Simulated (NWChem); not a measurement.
All runs are NWChem calculations. System: tetrafluoromethane (CF4), charge 0, spin multiplicity 1, at a geometry optimised with PBE0/def2-SVP. Level: CCSD(T)/cc-pVDZ, 5 core orbitals frozen.

Input file:

```
start mol
memory heap 100 mb stack 700 mb global 1900 mb
geometry units angstroms nocenter noautoz
  F      1.074234     0.000000    -0.759589
  C      0.000000     0.000000    -0.000000
  F     -1.074234     0.000000    -0.759589
  F      0.000000    -1.074227     0.759589
  F      0.000000     1.074227     0.759589
  symmetry group C2v
end
basis spherical
  * library cc-pvdz
end
scf
  rhf
  nopen 0
  maxiter 100
  thresh 1e-7
  semidirect memsize 60000000 filesize 0
end
ccsd
  freeze core 5
  maxiter 60
end
task ccsd(t) energy
```

Part of the output:

```
             Northwest Computational Chemistry Package (NWChem) 7.3.0
             --------------------------------------------------------

                                NWChem Input Module
                                -------------------

 Scaling coordinates for geometry "geometry" by  1.889725989
 (inverse scale =  0.529177249)

 Turning off AUTOSYM since
 SYMMETRY directive was detected!

                             Geometry "geometry" -> ""
                             -------------------------

 Output coordinates in angstroms (scale by  1.889725989 to convert to a.u.)

  No.       Tag          Charge          X              Y              Z
 ---- ---------------- ---------- -------------- -------------- --------------
    1 F                    9.0000     1.07423400     0.00000000    -0.75958900
    2 C                    6.0000     0.00000000     0.00000000     0.00000000
    3 F                    9.0000    -1.07423400     0.00000000    -0.75958900
    4 F                    9.0000     0.00000000    -1.07422700     0.75958900
    5 F                    9.0000     0.00000000     1.07422700     0.75958900

 Effective nuclear repulsion energy (a.u.)     206.5833605567

            Nuclear Dipole moment (a.u.)
            ----------------------------
        X                 Y               Z
 ---------------- ---------------- ----------------
     0.0000000000     0.0000000000     0.0000000000

      Symmetry information
      --------------------

 Group name             C2v
 Group number             16
 Group order               4
 No. of unique centers     3

      Symmetry unique atoms

     1    2    4


 Summary of "ao basis" -> "" (spherical)
 ------------------------------------------------------------------------------
       Tag                 Description            Shells   Functions and Types
 ---------------- ------------------------------  ------  ---------------------
 *                          cc-pvdz                   on all atoms

 Summary of "ao basis" -> "ao basis" (spherical)
 ------------------------------------------------------------------------------
       Tag                 Description            Shells   Functions and Types
 ---------------- ------------------------------  ------  ---------------------
 F                          cc-pvdz                  6       14   3s2p1d
 C                          cc-pvdz                  6       14   3s2p1d

                                 NWChem SCF Module
                                 -----------------

  ao basis        = "ao basis"
  functions       =    70
  atoms           =     5
  closed shells   =    21
  open shells     =     0
  charge          =   0.00
  wavefunction    = RHF
  use symmetry    = T
  symmetry adapt  = T

 Summary of "ao basis" -> "ao basis" (spherical)
 ------------------------------------------------------------------------------
       Tag                 Description            Shells   Functions and Types
 ---------------- ------------------------------  ------  ---------------------
 F                          cc-pvdz                  6       14   3s2p1d
 C                          cc-pvdz                  6       14   3s2p1d

      Symmetry analysis of basis
      --------------------------

        a1         27
        a2          9
        b1         17
        b2         17

 Forming initial guess at       0.1s

      Superposition of Atomic Density Guess
      -------------------------------------

 Sum of atomic energies:        -435.20161085
[...]
 number of integral evaluations           1
 number of occupied per triples pass     16
 number of triples passes                 1

 commencing integral evaluation        1 at          55.22
  symmetry use  T
task         2 out of       465 done   0%  at       0.0 secs
task        24 out of       465 done   5%  at       0.2 secs
task        47 out of       465 done  10%  at       0.2 secs
task        70 out of       465 done  15%  at       0.3 secs
task        93 out of       465 done  20%  at       0.5 secs
task       122 out of       465 done  26%  at       0.6 secs
task       149 out of       465 done  32%  at       0.7 secs
task       164 out of       465 done  35%  at       0.7 secs
task       188 out of       465 done  40%  at       0.8 secs
task       210 out of       465 done  45%  at       0.9 secs
task       233 out of       465 done  50%  at       0.9 secs
task       260 out of       465 done  55%  at       1.0 secs
task       283 out of       465 done  60%  at       1.0 secs
task       303 out of       465 done  65%  at       1.1 secs
task       326 out of       465 done  70%  at       1.2 secs
task       349 out of       465 done  75%  at       1.3 secs
task       374 out of       465 done  80%  at       1.4 secs
task       397 out of       465 done  85%  at       1.4 secs
task       419 out of       465 done  90%  at       1.5 secs
task       442 out of       465 done  95%  at       1.6 secs
task       465 out of       465 done 100%  at       1.7 secs
 commencing triples evaluation - blocking       1
 ccsd(t): done        1 out of       49 progress:    2.0%
 ccsd(t): done        2 out of       49 progress:    4.1%
 ccsd(t): done        3 out of       49 progress:    6.1%
 ccsd(t): done        4 out of       49 progress:    8.2%
 ccsd(t): done        5 out of       49 progress:   10.2%
 ccsd(t): done        6 out of       49 progress:   12.2%
 ccsd(t): done        7 out of       49 progress:   14.3%
 ccsd(t): done        8 out of       49 progress:   16.3%
 ccsd(t): done        9 out of       49 progress:   18.4%
 ccsd(t): done       10 out of       49 progress:   20.4%
 ccsd(t): done       11 out of       49 progress:   22.4%
 ccsd(t): done       12 out of       49 progress:   24.5%
 ccsd(t): done       13 out of       49 progress:   26.5%
 ccsd(t): done       14 out of       49 progress:   28.6%
 ccsd(t): done       15 out of       49 progress:   30.6%
 ccsd(t): done       16 out of       49 progress:   32.7%
 ccsd(t): done       17 out of       49 progress:   34.7%
 ccsd(t): done       18 out of       49 progress:   36.7%
 ccsd(t): done       19 out of       49 progress:   38.8%
 ccsd(t): done       20 out of       49 progress:   40.8%
 ccsd(t): done       21 out of       49 progress:   42.9%
 ccsd(t): done       22 out of       49 progress:   44.9%
 ccsd(t): done       23 out of       49 progress:   46.9%
 ccsd(t): done       24 out of       49 progress:   49.0%
 ccsd(t): done       25 out of       49 progress:   51.0%
 ccsd(t): done       26 out of       49 progress:   53.1%
 ccsd(t): done       27 out of       49 progress:   55.1%
 ccsd(t): done       28 out of       49 progress:   57.1%
 ccsd(t): done       29 out of       49 progress:   59.2%
 ccsd(t): done       30 out of       49 progress:   61.2%
 ccsd(t): done       31 out of       49 progress:   63.3%
 ccsd(t): done       32 out of       49 progress:   65.3%
 ccsd(t): done       33 out of       49 progress:   67.3%
 ccsd(t): done       34 out of       49 progress:   69.4%
 ccsd(t): done       35 out of       49 progress:   71.4%
 ccsd(t): done       36 out of       49 progress:   73.5%
 ccsd(t): done       37 out of       49 progress:   75.5%
 ccsd(t): done       38 out of       49 progress:   77.6%
 ccsd(t): done       39 out of       49 progress:   79.6%
 ccsd(t): done       40 out of       49 progress:   81.6%
 ccsd(t): done       41 out of       49 progress:   83.7%
 ccsd(t): done       42 out of       49 progress:   85.7%
 ccsd(t): done       43 out of       49 progress:   87.8%
 ccsd(t): done       44 out of       49 progress:   89.8%
 ccsd(t): done       45 out of       49 progress:   91.8%
 ccsd(t): done       46 out of       49 progress:   93.9%
 ccsd(t): done       47 out of       49 progress:   95.9%
 ccsd(t): done       48 out of       49 progress:   98.0%
 ccsd(t): done       49 out of       49 progress:  100.0%
 Time for integral evaluation pass     1        1.79
 Time for triples evaluation pass      1        9.86

 pseudo-e(mp4)  -0.18293637751802E-01
 pseudo-e(mp5)   0.17615895266110E-02
        e(t)    -0.16532048225191E-01

 --------------
 CCSD(T) Energy
 --------------
 Reference energy:                    -435.665605906739700

 CCSD corr. energy:                     -0.877751855321935
 T(CCSD) corr. energy:                  -0.018293637751802
 Total CCSD+T(CCSD) energy:           -436.561651399813456

 CCSD corr. energy:                     -0.877751855321935
 (T) corr. energy:                      -0.016532048225191
 Total CCSD(T) energy:                -436.559889810286847

 routine      calls  cpu(0)   cpu-min  cpu-ave  cpu-max   i/o
 aoccsd          1     0.03     0.03     0.03     0.03    0.00
 iterdrv         1     0.04     0.04     0.04     0.04    0.00
 pampt          10     0.21     0.21     0.21     0.21    0.00
 t2pm           10     0.27     0.27     0.27     0.27    0.00
 sxy            10     0.49     0.49     0.49     0.49    0.00
 ints      2158230    31.93    31.93    31.93    31.93    0.00
 t2eri        4650    13.92    13.92    13.92    13.92    0.00
 idx2         4650     2.29     2.29     2.29     2.29    0.00
 idx34          10     0.15     0.15     0.15     0.15    0.00
 ht2pm          10     0.32     0.32     0.32     0.32    0.00
 itm            10     2.63     2.63     2.63     2.63    0.00
 pdiis          10     0.06     0.06     0.06     0.06    0.00
 triples         1     0.00     0.00     0.00     0.00    0.00
 rdtrpo          1     0.03     0.03     0.03     0.03    0.00
 trpmos          1     1.79     1.79     1.79     1.79    0.00
 trpdrv          1     1.42     1.42     1.42     1.42    0.00
 dovvv      213248     3.67     3.67     3.67     3.67    0.00
 doooo      213248     1.54     1.54     1.54     1.54    0.00
 tengy      200704     3.06     3.06     3.06     3.06    0.00
 Total                63.88    63.88    63.88    63.88    0.00

 Task  times  cpu:       67.8s     wall:       67.8s

 Total times  cpu:       67.9s     wall:       67.9s
```
